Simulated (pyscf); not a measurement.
Single points on ωB97X-D3(BJ)/def2-SVP structures (PySCF, gas phase). Correlated levels are frozen-core, on RHF or UHF. ΔMP2 is the change of the MP2 total energy from the triple- to the quadruple-zeta basis.

### Question
For the elementary gas-phase step `[F][SiH3]` + `[SiH2]` [singlet] → `[F][SiH2][SiH3]` (singlet surface; F–Si broken, Si–Si, F–Si formed), what barrier and reaction energy does CCSD(T)/def2-TZVPP + ΔMP2(QZVPP) give, measured from the separated reactants?

### Answer
ΔE‡ = 0.03 eV, ΔE = -2.34 eV. Zero-point energy shifts the barrier by +0.11 eV. It is an insertion, with an imaginary mode of 257i cm⁻¹. On the reactant side the descent ends in an adduct with a F–Si contact, 0.39 eV under the separated species and 0.16 eV under the saddle at ωB97X-D3(BJ)/def2-TZVP. What is counted as formed (F–Si) is already present as a longer contact in the reactant adduct; forming that adduct is a step of its own. At ωB97X-D3(BJ) the barrier from the zero used here is -0.23 eV. One saddle was located; it need not be the lowest between these sides. The CCSD(T) − MP2 part came from Ansatz, without density fitting, on the same reference.
